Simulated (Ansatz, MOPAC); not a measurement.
System: molecular chlorine, Cl2 (charge 0, singlet). SMILES: ClCl
Coordinates optimised at B3LYP-D3(BJ)/def2-TZVP (Ansatz, a quantum-chemistry and plane-wave program):
```xyz
2

Cl     0.0000     0.0000    -1.0068
Cl     0.0000     0.0000     1.0068
```

PM6 beside other levels, property by property. Set-up: frozen cores in correlated levels; PM7 with its own dispersion and hydrogen-bond terms; non-relativistic; UHF or UKS for open shells; 6-31G* and kin with 6d, 5d where marked; spin-orbit terms left out; each state is the SCF solution reached for its charge and spin. Basis-set limits of correlation are two-point, X^-3; Hartree-Fock from the larger set. Ab initio and DFT rows: single points at B3LYP-D3(BJ) geometries (Ansatz), with unscaled harmonic terms from B3LYP/6-31G* at its own minima, enthalpies of formation by atomisation with measured atoms. Semi-empirical rows: MOPAC heats of formation at their own minima for 298 K; differences of heats of formation at the shared geometry for vertical values. Anions need diffuse functions, which STO-3G, LANL2DZ, def2-SVP, cc-pVDZ and Pople sets without + lack.

Measured values: Active Thermochemical Tables 1.112 (ions: stationary electron), as tabulated in the package chemicals; CCCBDB table in ASE; they hold spin-orbit and core effects, anharmonicity. Coupled cluster (Ansatz) is a level with limits of its own, used here on species with T1 under 0.025 (0.045 for open shells) and stable references: CCSD(T)/CBS(aug-cc-pV(T+d)Z,aug-cc-pV(Q+d)Z).

| property | PM6 (MOPAC) | PM7 (MOPAC) | PBE/6-31G* (Ansatz) | PBE0/def2-TZVPD (Ansatz) | to compare with |
|---|---|---|---|---|---|
| Cl-Cl bond dissociation enthalpy at 298 K, to Cl atom + Cl atom (kcal/mol) | 58.3 | 52.6 | 57.8 | 59.4 | 58.0 measured |
| enthalpy of formation at 298 K (kcal/mol) | -0.4 | 4.9 | 0.1 | -1.5 | 0.0 measured |
| vertical ionisation energy to the doublet (eV) | 10.89 | 11.37 | 11.31 | 11.51 | 11.49 measured |
| vertical electron affinity to the doublet (eV) | 2.38 | 2.44 | 0.60 | 1.06 | 0.96 coupled cluster |

As the rows show:
- Cl-Cl bond dissociation enthalpy at 298 K, to Cl atom + Cl atom: PM6 lies 0.3 kcal/mol above the measured value.
- enthalpy of formation at 298 K: PM6 lies 0.4 kcal/mol below the measured value.
- vertical ionisation energy to the doublet: PM6 lies 0.60 eV below the measured value.
- vertical electron affinity to the doublet: PM6 lies 1.42 eV above coupled cluster.

The properties are those with a value to compare with, at most eight drawn at random. No case is left out for the size of its miss. Left out are saddle points of the reference geometry, anions that the best level run finds unbound, excited spin states, species near biochemistry, cases with under five habitual levels, runs that failed or whose electronic state is in doubt, and table entries that another table contradicts.
